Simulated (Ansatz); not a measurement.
# AlNH (doublet): wave-function methods side by side at scale of all distances = 1.000, 6-31G

Aim: climb from Hartree-Fock through coupled cluster and multireference methods for AlNH (doublet) at one geometry and basis, and see what each rung misses.

Computed with Ansatz 0.2.0, Gaussian basis. Level: 6-31G, core rule «outside noble gas», up to 6 orbitals frozen.

Plan: UHF; CCSD(T) on ROHF; CCSD(T) on UHF; BCCD(T) on ROHF; CISD; CCSDT(Q) on ROHF; CCSDT(Q) on UHF; CCSDTQ on ROHF; CASSCF and MRCISD+Q, 3 electrons in 3 orbitals; CASSCF and NEVPT2, 3 electrons in 3 orbitals; CASSCF and MRCISD+Q, 9 electrons in 9 orbitals; CASSCF and NEVPT2, 9 electrons in 9 orbitals; Full CI.

16 further runs of the same task are left out: 5 for a known fault of the program, 10 that didn't finish, 1 set aside as unsound or not needed.

**1. What is computed**

The geometry derives from a PBE0/def2-TZVP stationary point (not a proven minimum). All distances are scaled together.

3 atoms, charge 0, spin multiplicity 2.

Atoms are counted from 1 here; the program's logs count them from 0.

Bond lengths: Al1–N2 1.737 Å, N2–H3 1.016 Å. Angles: Al1–N2–H3 130.8°.

**2. UHF**

Contents of in.yaml:

```yaml
crystal:
  periodic: [false, false, false]
  atoms:
    - {symbol: Al, position_ang: [0.000000, 0.032676, 0.636525]}
    - {symbol: N, position_ang: [0.000000, -0.106661, -1.095305]}
    - {symbol: H, position_ang: [0.000000, 0.607486, -1.818390]}
basis:
  gaussian: {orbitals: 6-31G}
magnetization: {spin_polarized: true, initial_magnetization: 1}
hamiltonian: {xc: hf}
output: {orbitals: {seedname: orbitals}}
```

Launch:

```
> ansatz run in.yaml --threads 1 --pin off --events-out ev --progress --plain --max-ram 2393MiB
```

The runs that follow: CCSD(T) on ROHF; CCSD(T) on UHF; BCCD(T) on ROHF; CISD; CCSDT(Q) on ROHF; CCSDT(Q) on UHF; CCSDTQ on ROHF; CASSCF and MRCISD+Q, 3 electrons in 3 orbitals; CASSCF and NEVPT2, 3 electrons in 3 orbitals; CASSCF and MRCISD+Q, 9 electrons in 9 orbitals; CASSCF and NEVPT2, 9 electrons in 9 orbitals; Full CI.

Q: Predict the results of all the runs planned. Wanted: FCI below the RHF energy; RMP2 from FCI; UMP2 from FCI; RCCSD from FCI; RCCSD(T) from FCI; UCCSD(T) from FCI; RCCSDT(Q) from FCI; UCCSDT(Q) from FCI; NEVPT2 valence from FCI.

**Answer**, as computed:

| quantity | value |
| --- | --- |
| FCI below the RHF energy | -4.1448 eV |
| RMP2 from FCI | +1057.2 meV |
| UMP2 from FCI | +988.9 meV |
| RCCSD from FCI | +188.8 meV |
| RCCSD(T) from FCI | +69.1 meV |
| UCCSD(T) from FCI | +73.1 meV |
| RCCSDT(Q) from FCI | -8.0 meV |
| UCCSDT(Q) from FCI | -7.5 meV |
| NEVPT2 valence from FCI | +481.0 meV |
| MRCISD+Q valence from FCI | +147.6 meV |
| levels within 1 kcal/mol (43 meV) | RCCSDT, UCCSDT, RCCSDT(Q), UCCSDT(Q), RCCSDTQ |
| T1 diagnostic | 0.116 |
| effectively unpaired electrons | 1.17 |

**Reading.** RCCSD(T) lands +69.1 meV from the yardstick (1.7 % of the correlation energy). RCCSDT(Q), UCCSDT(Q) fall below full CI: unrestricted runs freeze a spin-polarised core, another one than full CI's, and coupled cluster isn't variational. The occupations are near whole numbers, but T1 = 0.116 shows that the orbitals relax strongly. Of the multireference levels listed MRCISD+Q valence comes nearest in total energy (+147.6 meV), which doesn't show that its space is the better one. Coupled cluster took another determinant than the lowest Hartree-Fock one. These misses are within one basis, not against nature; the frozen cores of restricted and unrestricted runs differ, which can shift their rows.
